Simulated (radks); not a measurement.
**Cl³⁺ in [Ne] 3s2 4f2: an all-electron calculation**

An exercise on one series of results from a longer session: the logs are not shown, and one member is left open.

Method: scalar-relativistic Kohn-Sham, PBE, spin-unpolarised, spherical densities, point nucleus. Code: radks (a radial shooting solver on a logarithmic mesh, Libxc functionals) version 1.

### The atom as given

```
element       : chlorine (Z = 17)
charge        : +3
electrons     : 14
configuration : [Ne] 3s2 4f2
```

The outer shells:

Cl³⁺
```
[Ne] core
3s [↑↓]
4f [↑ ][↑ ][  ][  ][  ][  ][  ]
```

Set-up of the first run:

Input:

```text
Z 17
configuration [Ne] 3s2 4f2 3p0 4s0
relativity scalar-relativistic
functional pbe,pbe
spin unpolarised
nucleus point
c 137.035999084
```

One of the session's tables, all rows but one given; the rest of the session is left out.

It belongs to the step «Orbitals and density». Radial moments (bohr):

```
level      <r>  outermost maximum (interpolated)  90 % within  nodes
   1s  0.09095                            0.0595        0.162      0
   2s   0.4417                             0.361        0.690      1
   2p   0.4033                             0.300        0.669      0
   3s    1.321                              1.18         1.94      2
   3p    1.402                              1.24         2.10      1
   4s        ?                                 ?            ?      ?
   4f    3.730                              3.31         5.49      0
```

**Question.** Estimate the row for 4s.

As computed: <r>: 2.995; outermost maximum (interpolated): 2.85; 90 % within: 4.25; nodes: 3. In the column «<r>» it lies between 3p (1.402) and 4f (3.730).
